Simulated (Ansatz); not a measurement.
# CH6OSi: molecular dynamics

Aim: follow the molecule's vibrations and see whether its bonds hold. The start is relaxed first. Runs: 300 steps of 0.5 fs under a Langevin thermostat at 50 K. SMILES of the start: CO[SiH3].

All numbers below are computed with Ansatz 0.2.0 (RKS PBE0/def2-SVP).

## Step 1: The starting structure

Bond lengths: Si1–O2 1.680 Å, O2–C3 1.420 Å, C3–H4 1.110 Å, C3–H5 1.110 Å, C3–H6 1.110 Å, Si1–H7 1.460 Å, Si1–H8 1.459 Å, Si1–H9 1.459 Å. Angles: Si1–O2–C3 125.0°, O2–Si1–H7 109.5°, O2–Si1–H8 109.5°, O2–Si1–H9 109.5°, H7–Si1–H8 109.5°, H7–Si1–H9 109.5°, H8–Si1–H9 109.5°, O2–C3–H4 109.5°, O2–C3–H5 109.5°, O2–C3–H6 109.5°, H4–C3–H5 109.4°, H4–C3–H6 109.4°, H5–C3–H6 109.4°.

Coordinates:

```xyz
9

Si    0.0000    0.0000    0.0000
O     0.0000    0.0000    1.6800
C    -1.1112   -0.3437    2.4945
H    -1.8140   -0.9775    1.9143
H    -0.7584   -0.9037    3.3856
H    -1.6313    0.5809    2.8212
H     1.3768    0.0000   -0.4862
H    -0.6877    1.1914   -0.4862
H    -0.6877   -1.1914   -0.4862
```

## Step 2: Preparing the start

Input file input.yaml:

```yaml
crystal:
  periodic: [false, false, false]
  atoms:
    - { symbol: Si, position_ang: [0.0, 0.0, 0.0] }
    - { symbol: O, position_ang: [0.0, 0.0, 1.68] }
    - { symbol: C, position_ang: [-1.1112, -0.3437, 2.4945] }
    - { symbol: H, position_ang: [-1.814, -0.9775, 1.9143] }
    - { symbol: H, position_ang: [-0.7584, -0.9037, 3.3856] }
    - { symbol: H, position_ang: [-1.6313, 0.5809, 2.8212] }
    - { symbol: H, position_ang: [1.3768, 0.0, -0.4862] }
    - { symbol: H, position_ang: [-0.6877, 1.1914, -0.4862] }
    - { symbol: H, position_ang: [-0.6877, -1.1914, -0.4862] }
basis:
  gaussian: { orbitals: def2-SVP }
hamiltonian:
  xc: pbe0
relax:
  f_tol: 0.02
  max_steps: 40
```

Started as:

```
ansatz run input.yaml --threads 1 --pin off --max-ram 2048MiB --backend cpu --events-out ev --progress --plain --runs-dir out
```

After this run come: Dynamics.

Q: Predict the outcome of this session. Wanted: relaxation of the start; temperature, first and last step; temperature, second half; potential energy, second half; bonds formed or broken.

As calculated:

| quantity | value |
| --- | --- |
| relaxation of the start | 8 moves, 0.092 eV lower |
| length | 300 steps of 0.5 fs |
| temperature, first and last step | 44 and 30 K |
| temperature, second half | mean 31 K, from 17 to 44 K |
| potential energy, second half | +3 meV/atom from the start |
| bonds formed or broken | 0 |

**Reading.** Against a set 50 K the second half averages 31 K with a spread of 5 K; 3 meV/atom has gone into potential energy, and a thermostat that acts over some 1000 fs has not made it up in 150 fs. No bond forms or breaks. A run of 150 fs with 9 atoms shows the motion but fixes no equilibrium value. The nuclei move classically, without zero-point motion, which matters most for hydrogen.
